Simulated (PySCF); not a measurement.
# Structure and vertical S1–T1 gap

Method: TDA CAM-B3LYP/def2-TZVPD excited states, vertical, gas phase in PySCF 2.14.0. Geometry: PBE0-D3(BJ)/def2-TZVP.

Each molecule in one low-energy conformer.

Problem. How does the vertical S1–T1 gap change along this series?
- C=CCC=O (H on C replaced by allyl)
- COCC=O (H on C replaced by CH2OCH3)
- O=COC=O (H on C replaced by OCHO)

Solution. 
| molecule | S1 (eV) | S1 from | f(S1) | T1 (eV) | T1 from | S1 − T1 (eV) | S0–T1 spin-orbit coupling (cm⁻¹) | S1–T1 spin-orbit coupling (cm⁻¹) |
| --- | --- | --- | --- | --- | --- | --- | --- | --- |
| C=CCC=O | 4.27 | HOMO→LUMO | 0.003 | 3.64 | HOMO→LUMO | 0.63 | 57.43 | 0.23 |
| COCC=O | 4.18 | HOMO→LUMO | 0.000 | 3.57 | HOMO→LUMO | 0.61 | 56.83 | 0.17 |
| O=COC=O | 4.90 | HOMO→LUMO | 0.003 | 4.36 | HOMO→LUMO | 0.54 | 17.61 | 0.05 |

The vertical S1–T1 gap is lowest for O=COC=O and highest for C=CCC=O.
